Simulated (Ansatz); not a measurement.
# C₃HO+: geometry and frequencies at several levels

An exercise on one series of results from a longer session: the logs are not shown, and one member is left open.

Computed with Ansatz 0.2.0 (the levels named in each step, unless a step's input says otherwise).

## The system as given

Bond lengths: C1–C2 1.216 Å, C2–C3 1.341 Å, C3–O4 1.112 Å, C1–H5 1.067 Å. Angles: C1–C2–C3 180.0°, C2–C1–H5 180.0°, C2–C3–O4 180.0°.

Structure file:

```xyz
5

C     0.0000    0.0000   -1.2750
C     0.0000    0.0000   -0.0588
C     0.0000    0.0000    1.2819
O     0.0000    0.0000    2.3944
H     0.0000    0.0000   -2.3424
```

Set-up of the first run:

Contents of input.yaml:

```yaml
crystal:
  periodic: [false, false, false]
  atoms:
    - { symbol: C, position_ang: [0.0, 0.0, -1.275] }
    - { symbol: C, position_ang: [0.0, 0.0, -0.05883] }
    - { symbol: C, position_ang: [0.0, 0.0, 1.28187] }
    - { symbol: O, position_ang: [0.0, 0.0, 2.39435] }
    - { symbol: H, position_ang: [0.0, 0.0, -2.34239] }
total_charge: 1
basis:
  gaussian: { orbitals: def2-SVP }
hamiltonian:
  xc: pbe
  dispersion: d4
relax:
  f_tol: 0.03
  max_steps: 200
```

Started as:

```console
> ansatz run input.yaml --threads 2 --pin off --max-ram 5120MiB --backend cpu --events-out ev --progress --plain --runs-dir out
```

Among the steps run: A rough first relaxation, PBE-D4/def2-SVP; Relaxation, PBE0-D4/def2-TZVPP; Frequencies, PBE0-D4/def2-TZVPP; Relaxation, PBE-D4/def2-TZVPP; Frequencies, PBE-D4/def2-TZVPP; Relaxation, r2SCAN-D4/def2-TZVPP; Frequencies, r2SCAN-D4/def2-TZVPP; Relaxation, B3LYP-D4/def2-TZVPP; Frequencies, B3LYP-D4/def2-TZVPP; Relaxation, B2PLYP/def2-TZVPP.

One table of the session follows, with a row left open; its other results are not shown here.

It belongs to the step «Geometries side by side». 

```
               level  C1–C2 (Å)  C2–C3 (Å)  C3–O4 (Å)  rotational constants (MHz)  highest frequency (cm⁻¹)
  PBE0-D4/def2-TZVPP     1.2083     1.3350     1.1198                      4487.9                      3372
   PBE-D4/def2-TZVPP          ?          ?          ?                           ?                         ?
r2SCAN-D4/def2-TZVPP     1.2125     1.3291     1.1273                        4479                      3363
 B3LYP-D4/def2-TZVPP     1.2087     1.3343     1.1227                        4483                      3362
   B2PLYP/def2-TZVPP     1.2152     1.3351     1.1289                      4454.1                         -
```

Estimate the missing values for PBE-D4/def2-TZVPP.

As computed: C1–C2 (Å): 1.2216; C2–C3 (Å): 1.3352; C3–O4 (Å): 1.1372; rotational constants (MHz): 4420; highest frequency (cm⁻¹): 3291. In the column «C1–C2 (Å)» it is the highest.
